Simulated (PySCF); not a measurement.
Some computed properties have been withheld. Give your best values.

Compound: PH3.
Geometry (GFN2-xTB, Å), atoms numbered from 1 in this order:
```
atom  x, y, z in Å
P1    -0.0015    0.0035    0.5704
H2    -0.5587    1.0086   -0.2056
H3     1.1583   -0.0163   -0.1896
H4    -0.5880   -0.9910   -0.1980
```

```csv
property,level,value
point group of the GFN2-xTB geometry,GFN2-xTB,?
"rotational constants A, B, C of the GFN2-xTB geometry",GFN2-xTB,"138.825, 138.807, 125.386 GHz"
dipole moment,PBE0/pcSseg-1,?
HOMO energy,PBE0/pcSseg-1,?
LUMO energy,PBE0/pcSseg-1,?
1H chemical shifts (computed TMS as zero) by class,GIAO PBE0/pcSseg-1,1.47 (H2/H3/H4) ppm
"isotropic shieldings of nuclei other than C and H, by class",GIAO PBE0/pcSseg-1,?
```

Electronic properties: PySCF, gas phase, density fitting.

Task: What are the isotropic shieldings of nuclei other than C and H, by class?

Result: 611 (P1) ppm.

Task: The point group of the GFN2-xTB geometry?

Result: C3v.

Task: Give the HOMO energy.

Result: -7.86 eV.

Task: The LUMO energy?

Result: 1.13 eV.

Task: Give the dipole moment.

Result: 1.03 D.

The rotational constants are those of an oblate symmetric top; the small spread among constants that symmetry makes equal is optimisation noise. With B = h/(8π²I), that is 505.379 GHz u Å² over I, the principal moments of inertia are 3.64, 3.64 and 4.03 u Å² (most abundant isotopes); the inertial defect Ic − Ia − Ib is -3.2 u Å² (zero for a rigid planar frame, negative otherwise). Point group C3v permits a dipole; with 1.03 D the species has a pure rotational spectrum. The dipole equals about 3.4 × 10⁻³⁰ C·m (1 D = 3.33564 × 10⁻³⁰ C·m).

For the NMR shielding job (PBE0/pcSseg-1), cost: about 1.5 s of CPU time on one thread; the machine was shared, so the figure is rough.
